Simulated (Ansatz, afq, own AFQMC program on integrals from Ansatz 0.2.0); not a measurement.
BH3Br, doublet: AFQMC among the cluster methods

```xyz
5

Br   -0.4796    0.0000    0.0000
H     1.3364    0.0000    0.0000
B     2.8024    0.0000    0.0000
H     3.3115    0.0000    1.0770
H     3.3115    0.0000   -1.0770
```

Connectivity, by distances: Br ··· BH2, 1 bridging H.

Basis cc-pVTZ. Noble-gas cores (and the filled d shells of Ga–Kr and In–Xe) are frozen. Ansatz 0.2.0 and our own AFQMC program on the same integrals; the CISD trial comes from CCSD amplitudes, and released means the phaseless constraint is let go. ± is one standard error of the sampling. No spin–orbit coupling.

Determinant: UHF, the one that the program's search chose, which needn't be the lowest solution. The geometry is a point of a scan.

No full CI on the walks' own integrals is used here. The released AFQMC energy serves as the reference, which it does only where one determinant dominates, the energy is flat over the last release times and near the phaseless one (40 meV or 2 meV an electron, half that with transition metals). On small molecules, where full CI could be run and the noise was under 10 meV, such values lay within 10 meV of it in 19 cases of 20, a flattering rate, since the rule was set on those same cases; what remains of the bias isn't in the error bar.

Cautions: no relativity below Rb; no spin-orbit coupling; inner d shell frozen; the released value is read at 1.62 1/Eh, later times being too noisy (meV from the phaseless value at times in 1/Eh: -8 ± 5 at 0.24, -15 ± 5 at 0.51, -14 ± 5 at 0.99, -18 ± 6 at 1.62, -23 ± 11 at 2.40).

* T1 diagnostic: 0.0136
* weight of the determinant in the CISD state: 0.870
* ⟨S²⟩ of the determinant: 0.787
* size of the correlated space: 13 electrons in 100 orbitals

Reference: AFQMC with the constraint released, correlation energy -8.529 ± 0.006 eV.

```json
{"level": "HF", "E − E(reference) (kJ/mol)": "822.9 ± 0.6", "share of correlation (%)": "0.00"}
{"level": "MP2", "E − E(reference) (kJ/mol)": "133.3 ± 0.6", "share of correlation (%)": "83.80"}
{"level": "CCSD", "E − E(reference) (kJ/mol)": "28.7 ± 0.6", "share of correlation (%)": "96.51"}
{"level": "CCSD(T)", "E − E(reference) (kJ/mol)": "3.5 ± 0.6", "share of correlation (%)": "99.58"}
{"level": "ph-AFQMC/CISD", "E − E(reference) (kJ/mol)": "1.7 ± 0.8", "share of correlation (%)": "99.79"}
```

A walk keeps the symmetry of its determinant, which the program's search chose and which needn't be the lowest solution, so a lower state of the same spin and another symmetry isn't excluded. Released energies are given only where the last usable release times agree within the noise; a slower fall can still hide under it.
